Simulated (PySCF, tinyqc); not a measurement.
RHF in the sto-3g basis, for LiH, spin multiplicity 1, step by step. The lowest restricted solution is unstable here: a spin-polarised one lies 0.0004 hartree lower (PySCF). One step of it, computed by the program tinyqc.

Problem. Iteration 2: DIIS coefficients. Solve [B -1; -1 0][c; lambda] = [0; -1] for the coefficients, which sum to one.

B (overlaps of the stored error matrices):
```
               1              2
1  1.5282843e+01  9.3809979e-01
2  9.3809979e-01  9.1848226e-02
```

Give: DIIS coefficients.

Solution.

DIIS coefficients: -0.0627  1.0627
